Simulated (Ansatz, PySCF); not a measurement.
## Zinc-blende AlN (metastable phase): bulk modulus by level of theory

No measured value is used here.

```json
[
 {"level (code)": "LDA (Ansatz)", "value (GPa)": "210", "cell (Å³/atom)": "10.24"},
 {"level (code)": "PBE (Ansatz)", "value (GPa)": "193", "cell (Å³/atom)": "10.67"},
 {"level (code)": "Hartree–Fock (Ansatz)", "value (GPa)": "[?]", "cell (Å³/atom)": "10.36"},
 {"level (code)": "CCSD (PySCF)", "value (GPa)": "212 ± 6", "cell (Å³/atom)": "10.45"}
]
```

Task: What belongs in the gaps?

Result: 
- Hartree–Fock (Ansatz, a first-principles code), value (GPa): 230

A ± on a computed value is a rough bar: the spread of its extrapolation, a floor set from checks against published values, or a statistical error. Each level is taken at its own relaxed cell. Cutoffs and k meshes differ between the levels. Ansatz's density-functional and Hartree–Fock values are scalar-relativistic unless marked +SOC, with PAW data made under PBE.
